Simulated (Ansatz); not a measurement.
[Cl···H···GeH3], doublet: transfer scan

Starting geometry:

```xyz
6

Cl   -2.4845    0.0000    0.0000
H    -1.2057    0.0000    0.0000
Ge    1.1615    0.0000    0.0000
H     1.6301   -1.4659    0.0000
H     1.6301    0.7330   -1.2695
H     1.6301    0.7330    1.2695
```

From there atom H2 is moved from one fragment to the other while all else, the fragments' distance too, stays fixed, so the hump isn't the reaction's barrier; atoms are numbered as listed. Energies are in eV, counted from the starting geometry at the same level.

Basis cc-pVDZ; Ansatz 0.2.0. Only valence electrons are correlated (noble-gas cores and the filled d shells of p-block atoms frozen). Prefix R: restricted or restricted open-shell reference; prefix U: unrestricted. Active spaces: valence = (15e, 12o) chosen from the atoms' valence shells. No spin–orbit coupling is included, and no scalar relativity.

For open shells CISD is restricted-active-space CI with the open shells as a complete middle space. Runs in a small pair space aren't shown, since their orbitals change along the scan.

Full CI isn't at hand for all of this; UCCSDT(Q) serves as the reference, and is uncertain by the last step of the cluster series or more. The frozen core follows each run's orbitals, which can shift R against U totals by a few meV for light atoms and by up to 0.1 eV past Ca.

```json
{"distance Cl1-H2 (Å)": "1.279", "UCCSDT(Q)": "0.000", "error RMP2": "0.000", "error UMP2": "0.000", "error CISD": "0.000", "error BCCD(T)": "0.000", "error NEVPT2 (valence space)": "0.000", "error MRCISD+Q (valence space)": "0.000"}
{"distance Cl1-H2 (Å)": "1.398", "UCCSDT(Q)": "0.085", "error RMP2": "0.013", "error UMP2": "0.018", "error CISD": "0.030", "error BCCD(T)": "0.002", "error NEVPT2 (valence space)": "-0.001", "error MRCISD+Q (valence space)": "0.002"}
{"distance Cl1-H2 (Å)": "1.638", "UCCSDT(Q)": "0.573", "error RMP2": "0.039", "error UMP2": "0.113", "error CISD": "0.103", "error BCCD(T)": "0.006", "error NEVPT2 (valence space)": "0.006", "error MRCISD+Q (valence space)": "0.005"}
{"distance Cl1-H2 (Å)": "1.877", "UCCSDT(Q)": "0.631", "error RMP2": "0.119", "error UMP2": "0.143", "error CISD": "0.061", "error BCCD(T)": "0.002", "error NEVPT2 (valence space)": "0.071", "error MRCISD+Q (valence space)": "0.006"}
{"distance Cl1-H2 (Å)": "2.116", "UCCSDT(Q)": "0.512", "error RMP2": "0.091", "error UMP2": "0.113", "error CISD": "-0.035", "error BCCD(T)": "-0.005", "error NEVPT2 (valence space)": "0.117", "error MRCISD+Q (valence space)": "-0.002"}
```

Errors are those of relative energies. In total energy the starting point itself misses UCCSDT(Q) by: RMP2 1.288, UMP2 1.283, CISD 0.870, BCCD(T) 0.035, NEVPT2 (valence space) 1.482, MRCISD+Q (valence space) 0.038 eV.

Spread of the error over the points with a reference, to 2.116 Å (largest less smallest): MRCISD+Q (valence space) 0.008, BCCD(T) 0.011, NEVPT2 (valence space) 0.118, RMP2 0.119, CISD 0.138, UMP2 0.143 eV.
